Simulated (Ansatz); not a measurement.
A displaced shape of triplet B2:

```yaml
atoms:
  - { symbol: B, position_ang: [-0.0263, 0.0304, -0.7572] }
  - { symbol: B, position_ang: [0.0341, -0.0266, 0.7617] }
```

It was optimised with PBE0/def2-SVP in Ansatz (development build ahead of 0.2.0) to forces under 0.001 eV/Å, with unrestricted orbitals. Each step stands on the lowest determinant of that kind that the program's search found.

Q: What shape does it relax to, and how does the optimisation go?

A:

```
atom    x (Å)    y (Å)    z (Å)
   B  -0.0274   0.0314  -0.7834
   B   0.0351  -0.0276   0.7879
```

Bond lengths: B1–B2 1.574 Å.

```json
{"step": "1", "E − E(start) (eV)": "0.0000", "largest force (eV/Å)": "1.5898"}
{"step": "2", "E − E(start) (eV)": "-0.0366", "largest force (eV/Å)": "0.4392"}
{"step": "3", "E − E(start) (eV)": "-0.0401", "largest force (eV/Å)": "0.0286"}
{"step": "4", "E − E(start) (eV)": "-0.0401", "largest force (eV/Å)": "0.0004"}
```

The optimisation ended after 4 steps with its threshold met.
